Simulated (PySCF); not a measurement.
First SCF of a structure search on doublet NH₅⁻, at a hand-made trigonal bipyramidal geometry. PySCF input:

```python
from pyscf import gto, scf, dft
mol = gto.M(atom='''
N      0.000000     0.000000     0.000000
H      0.000000     0.000000     1.030000
H      0.000000     0.000000    -1.030000
H      1.030000     0.000000     0.000000
H     -0.515000     0.892000     0.000000
H     -0.515000    -0.892000     0.000000''',
    basis={'N': 'def2-TZVPD', 'H': 'def2-TZVPD'},
    charge=-1, spin=1)
mf = dft.UKS(mol, xc='PBE0')
mf.grids.atom_grid = (50, 194)
aux = {'N': 'def2-universal-JKFIT', 'H': 'def2-universal-JKFIT'}
mf = mf.density_fit(auxbasis=aux)
mf.conv_tol = 1e-08
mf.diis_space = 10
mf.max_cycle = 60
mf.init_guess = 'minao'
mf.verbose = 4
mf.kernel()
```

Excerpt of the output (cycles alone):

```
init E= -57.8304477975909
cycle= 1 E= -57.3288621737259  delta_E= 0.502  |g|= 0.154  |ddm|= 18.9
cycle= 2 E= -57.3403941105854  delta_E= -0.0115  |g|= 0.22  |ddm|= 65.9
cycle= 3 E= -57.3673653634756  delta_E= -0.027  |g|= 0.0444  |ddm|=   27
cycle= 4 E= -57.370394098749  delta_E= -0.00303  |g|= 0.0244  |ddm|=  9.2
cycle= 5 E= -57.3735292841571  delta_E= -0.00314  |g|= 0.0139  |ddm|= 9.72
cycle= 6 E= -57.3754531525942  delta_E= -0.00192  |g|= 0.00582  |ddm|= 9.28
cycle= 7 E= -57.3759145960795  delta_E= -0.000461  |g|= 0.00277  |ddm|= 5.28
cycle= 8 E= -57.3759990842338  delta_E= -8.45e-05  |g|= 0.00116  |ddm|= 3.47
cycle= 9 E= -57.376000016336  delta_E= -9.32e-07  |g|= 0.000385  |ddm|= 0.267
cycle= 10 E= -57.3760008523096  delta_E= -8.36e-07  |g|= 6.33e-05  |ddm|= 0.363
cycle= 11 E= -57.3760008572013  delta_E= -4.89e-09  |g|= 6.01e-06  |ddm|= 0.0127
Extra cycle  E= -57.376000857219  delta_E= -1.77e-11  |g|= 6.53e-06  |ddm|= 0.00172
converged SCF energy = -57.376000857219  <S^2> = 0.75710402  2S+1 = 2.0070914
```

No lower solution of this spin was found by a stability analysis within the unrestricted form.

The search for the lowest solution, with the stability check, took 1.7 s on 4 threads of a shared Arm Neoverse V2 host, with 82 basis functions; the process peaked at 0.39 GiB. Launch command: `OMP_NUM_THREADS=4 python axn.py task.json out`.
